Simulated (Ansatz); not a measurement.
Results of HSE06 in Ansatz (PAW) for K2Hg3Sn2S8 (Aea2, No. 41; cell taken from a computed entry).

Run with plane-wave cutoff 460 eV, 2×4×4 k mesh (along the axes of the cell as run), Fermi–Dirac smearing 0.01 eV, scalar-relativistic PAW data made under PBE.

Cell (relaxed with PBEsol):

```
CELL_PARAMETERS angstrom
     19.58030     0.00000     0.00000
      0.00000     4.93695     4.24915
      0.00000    -4.93695     4.24915
ATOMIC_POSITIONS crystal
  K  0.88122 0.86662 0.44832
  K  0.11878 0.44832 0.86662
  K  0.61878 0.36662 0.94832
  K  0.38122 0.94832 0.36662
  Sn 0.86642 0.37781 0.94721
  Sn 0.13358 0.94721 0.37781
  Sn 0.63358 0.87781 0.44721
  Sn 0.36642 0.44721 0.87781
  Hg 0.75410 0.31445 0.39025
  Hg 0.24590 0.39025 0.31445
  Hg 0.74590 0.81445 0.89025
  Hg 0.25410 0.89025 0.81445
  Hg 0.00000 0.00876 0.00876
  Hg 0.50000 0.50876 0.50876
  S  0.63255 0.24030 0.40375
  S  0.36745 0.40375 0.24030
  S  0.86745 0.74030 0.90375
  S  0.13255 0.90375 0.74030
  S  0.87442 0.33038 0.30739
  S  0.12558 0.30739 0.33038
  S  0.62558 0.83038 0.80739
  S  0.37442 0.80739 0.83038
  S  0.97011 0.23467 0.77468
  S  0.02989 0.77468 0.23467
  S  0.52989 0.73467 0.27468
  S  0.47011 0.27468 0.73467
  S  0.76721 0.21790 0.79092
  S  0.23279 0.79092 0.21790
  S  0.73279 0.71790 0.29092
  S  0.26721 0.29092 0.71790
```

**Question.** Estimate the band gap and smallest direct gap on the k points sampled that the calculation returns.

**Answer.** 
* **band gap**: 2.24 eV (on the SCF k mesh)
* **smallest direct gap on the k points sampled**: 2.92 eV

Note: cell and atoms aren't relaxed at this level (largest force component 0.20 eV/Å, pressure 0.8 GPa).

Spin–orbit coupling is not included.

The computed numbers hold no vibrational or temperature effects.

Ansatz is a first-principles code.
